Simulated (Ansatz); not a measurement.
The input, for Ansatz 0.2.0:

```yaml
crystal:
  periodic: [false, false, false]
  atoms:
    - {symbol: B, position_ang: [0.000018, -0.243966, 1.173147]}
    - {symbol: Ge, position_ang: [0.000018, 0.105928, -0.709609]}
    - {symbol: P, position_ang: [0.000010, -0.038223, -2.741853]}
    - {symbol: H, position_ang: [-0.000047, 0.176261, 2.278315]}
basis:
  gaussian: {orbitals: cc-pVDZ}
total_charge: 1
magnetization: {spin_polarized: false}
correlation: {method: ccsd_t, electrons: outside_noble_gas}
```

```sh
$ ansatz run in.yaml --threads 1 --pin off --events-out ev --progress --plain --max-ram 2393MiB
```

Output:

```
697 factors; integrals over basis functions are off by at most 1.3e-3 eV
mean field evaluation 1: about -66417.6903 eV, gradient 2.4e1 eV
mean field evaluation 2: about -66417.7194 eV, gradient 2.4e1 eV
mean field evaluation 4: about -66420.4925 eV, gradient 3.3e0 eV
mean field evaluation 8: about -66420.5967 eV, gradient 5.0e-1 eV
mean field evaluation 16: about -66420.6356 eV, gradient 1.7e-1 eV
mean field evaluation 32: about -66420.6358 eV, gradient 9.5e-6 eV
mean field evaluation 64: about -66420.6358 eV, gradient 5.9e-5 eV
mean field evaluation 96: about -66420.5269 eV, gradient 5.6e-1 eV
mean field evaluation 128: about -66417.9783 eV, gradient 7.8e0 eV
mean field evaluation 160: about -66401.1207 eV, gradient 2.9e1 eV
...
mean field -66420.63584809 eV, -2440.9133458932 hartree, gradient 4.7e-6 eV, S^2 0.000000; 10 other end points of the search recorded, 0 dependent functions left out; unrestricted orbitals would lower it
...
determinant -66420.63584809 eV, -2440.9133458932 hartree, with singles and doubles -66428.80194929 eV, -2441.2134445771 hartree
determinant -66417.66623391 eV, -2440.8042145852 hartree, with singles and doubles -66424.84018057 eV, -2441.0678522620 hartree
determinant -66417.13612303 eV, -2440.7847333694 hartree, with singles and doubles -66424.30884220 eV, -2441.0483259371 hartree
...
unrestricted determinant -66422.09084813 eV, -2440.9668161585 hartree, S^2 1.5469
20 core orbitals not correlated: weight in the atoms' cores, before any rotation towards them, 0.999 or more for the frozen orbitals, at most 0.001 for the correlated occupied ones
reference -66420.63584809 eV, -2440.9133458932 hartree; 6, 6 occupied and 38, 38 virtual orbitals, 697 factors
second order -7.34682936 eV of doubles, -0.00000000 eV of singles
...
cycle   2  -8.16735004 eV  change   -8.5e-3 eV  update   6.2e-3
cycle   3  -8.16456412 eV  change    2.8e-3 eV  update   6.0e-3
cycle   4  -8.16564383 eV  change   -1.1e-3 eV  update   2.9e-3
cycle   5  -8.17025238 eV  change   -4.6e-3 eV  update   1.7e-3
cycle   6  -8.17138592 eV  change   -1.1e-3 eV  update   3.8e-4
cycle   7  -8.17166657 eV  change   -2.8e-4 eV  update   1.9e-4
cycle   8  -8.17173029 eV  change   -6.4e-5 eV  update   8.3e-5
cycle   9  -8.17161885 eV  change    1.1e-4 eV  update   3.9e-5
cycle  10  -8.17163939 eV  change   -2.1e-5 eV  update   1.9e-5
cycle  11  -8.17164924 eV  change   -9.9e-6 eV  update   8.6e-6
perturbative correction -0.73253765 eV, -0.0269202619 hartree
Total energy: -66429.54003497 eV, -2441.2405687258 hartree
```

The T1 diagnostic is 0.072.

Ran on 1 thread of Arm Neoverse V1, shared host: 17 s wall, 0.17 GiB peak host memory.
